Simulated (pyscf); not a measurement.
PySCF, gas phase, ωB97X-D3(BJ)/def2-SVP geometries.

Task: Estimate by transition-state theory the rate constant of H₂N–NH₂ + H atom (H•) → •HN–NH₂ + hydrogen (H₂) (doublet surface; H–N broken, H–H formed) at 298 K, with ωB97M-D3(BJ)/def2-TZVP energies (ideal gas, 1 atm, RRHO with modes under 100 cm⁻¹ raised to 100, one conformer, R ln 2 for chiral ones without a mode under 150 cm⁻¹; no tunnelling).

Result: The electronic barrier is 4.4 kcal/mol and the thermal terms add +4.4, so ΔG‡ = 8.7 kcal/mol. With k_BT/h = 6.21e+12 s⁻¹ and RT = 0.592 kcal/mol, and a volume of 4.06e-20 cm³ per molecule at 1 atm, k = 9.7e-14 cm³ molecule⁻¹ s⁻¹. Wigner's tunnelling factor for 855i cm⁻¹ would be 1.71, likely too low at so high a frequency. A shift of 1 kcal/mol in the barrier changes k by a factor 5.4. This is the saddle that the search found; another between the same sides may lie lower. The angle at the transferred H is 155°.
